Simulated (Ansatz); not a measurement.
# Ethylmethylamine (C₃H₉N): ionisation energy by level of theory

An exercise on one series of results from a longer session: the logs are not shown, and one member is left open.

Method: unrestricted cation, the program's frozen cores in correlated methods; program: Ansatz 0.2.0, Gaussian basis.

Levels to be run: UKS PBE-D4/def2-TZVPP; UKS r2SCAN-D4/def2-TZVPP; UKS PBE0-D4/def2-TZVPP; UKS B3LYP-D4/def2-TZVPP; UKS wB97X-V/def2-TZVPP; UKS wB97M-V/def2-TZVPP; UKS B2PLYP/def2-TZVPP; UHF-CCSD(T)/def2-TZVPP; UHF-MP2/def2-QZVPP; extrapolation to the limit; then −ε(HOMO) from the neutral's earlier runs with LDA (SPW92), PBE-D4, revPBE-D4, BLYP-D4, r2SCAN-D4, B97M-V, PBE0-D4, B3LYP-D4, r2SCANh-D4, r2SCAN0-D4, HSE06-D4, BHLYP-D4, CAM-B3LYP-D4, LC-ωPBE, ωB97X-V, ωB97M-V.

### The geometry

An earlier PBE0-D4 in a triple-zeta def2 set relaxation fixed the geometry.

SMILES `CCNC`, 13 atoms, charge 0, spin multiplicity 1.

Atoms are counted from 1 here; the program's logs count them from 0.

Bond lengths: C1–C2 1.513 Å, C1–H5 1.092 Å, C1–H6 1.092 Å, C1–H7 1.094 Å, C2–N3 1.447 Å, C2–H8 1.096 Å, C2–H9 1.106 Å, N3–C4 1.445 Å, N3–H10 1.013 Å, C4–H11 1.092 Å, C4–H12 1.104 Å, C4–H13 1.094 Å. Angles: C2–C1–H5 110.6°, C2–C1–H6 111.0°, C2–C1–H7 111.0°, H5–C1–H6 108.6°, H5–C1–H7 107.9°, H6–C1–H7 107.6°, C1–C2–N3 111.2°, C1–C2–H8 109.7°, C1–C2–H9 109.7°, N3–C2–H8 107.7°, N3–C2–H9 112.3°, H8–C2–H9 106.1°, C2–N3–C4 113.2°, C2–N3–H10 109.4°, C4–N3–H10 109.9°, N3–C4–H11 109.9°, N3–C4–H12 114.0°, N3–C4–H13 109.5° and more.

As a file:

```xyz
13

C    -0.84105    1.63625   -0.28456
C    -0.56874    0.23401    0.21553
N     0.61163   -0.32437   -0.40829
C     0.94627   -1.64040    0.08450
H    -0.95703    1.64082   -1.37022
H    -1.74972    2.04199    0.16497
H    -0.01749    2.31076   -0.03064
H    -1.41554   -0.41732   -0.03045
H    -0.49715    0.23898    1.31912
H     1.39354    0.30449   -0.27027
H     1.87345   -1.98616   -0.37683
H     1.06438   -1.69348    1.18046
H     0.15747   -2.34558   -0.19332
```

Set-up of the first run:

File in.yaml:

```yaml
crystal:
  periodic: [false, false, false]
  atoms:
    - {symbol: C, position_ang: [-0.841052, 1.636252, -0.284561]}
    - {symbol: C, position_ang: [-0.568745, 0.234007, 0.215530]}
    - {symbol: N, position_ang: [0.611627, -0.324371, -0.408291]}
    - {symbol: C, position_ang: [0.946269, -1.640403, 0.084497]}
    - {symbol: H, position_ang: [-0.957028, 1.640821, -1.370218]}
    - {symbol: H, position_ang: [-1.749716, 2.041991, 0.164966]}
    - {symbol: H, position_ang: [-0.017493, 2.310761, -0.030641]}
    - {symbol: H, position_ang: [-1.415543, -0.417319, -0.030447]}
    - {symbol: H, position_ang: [-0.497152, 0.238976, 1.319116]}
    - {symbol: H, position_ang: [1.393536, 0.304487, -0.270270]}
    - {symbol: H, position_ang: [1.873446, -1.986162, -0.376826]}
    - {symbol: H, position_ang: [1.064382, -1.693476, 1.180461]}
    - {symbol: H, position_ang: [0.157469, -2.345575, -0.193317]}
basis:
  gaussian: {orbitals: def2-TZVPP}
total_charge: 1
magnetization: {spin_polarized: true, initial_magnetization: 1}
hamiltonian: {xc: pbe, dispersion: d4}
```

Started as:

```console
> ansatz run in.yaml --threads 2 --pin off --events-out ev --progress --plain --max-ram 32768MiB --backend cpu
```

Steps of the session up to this table: Cation, UKS PBE-D4/def2-TZVPP; Cation, UKS r2SCAN-D4/def2-TZVPP; Cation, UKS PBE0-D4/def2-TZVPP; Cation, UKS B3LYP-D4/def2-TZVPP; Cation, UKS wB97X-V/def2-TZVPP; Cation, UKS wB97M-V/def2-TZVPP; Cation, UKS B2PLYP (frozen core)/def2-TZVPP; Cation, UHF-CCSD(T)/def2-TZVPP; Cation, UHF-MP2/def2-QZVPP.

One of the session's tables, all rows but one given; the rest of the session is left out.

It belongs to the step «Ionisation energies side by side». Orbital estimates, from the neutral's runs:

| functional | −ε(HOMO) (eV) |
| --- | --- |
| LDA (SPW92) | 5.03 |
| PBE-D4 | 4.95 |
| revPBE-D4 | 4.90 |
| BLYP-D4 | 4.86 |
| r2SCAN-D4 | 5.21 |
| B97M-V | 5.41 |
| PBE0-D4 | 6.37 |
| B3LYP-D4 | 6.16 |
| r2SCANh-D4 | 5.75 |
| r2SCAN0-D4 | 6.56 |
| HSE06-D4 | 5.96 |
| BHLYP-D4 | 7.76 |
| CAM-B3LYP-D4 | 7.80 |
| LC-ωPBE | ? |
| ωB97X-V | 8.82 |
| ωB97M-V | 8.75 |

**Question.** Estimate the row for LC-ωPBE.

**Answer.** −ε(HOMO) (eV): 9.13. In the column «−ε(HOMO) (eV)» it is the highest.

Caveats from the session: The cation may have settled in a state other than its lowest; no search over hole states beyond the program's own was made.
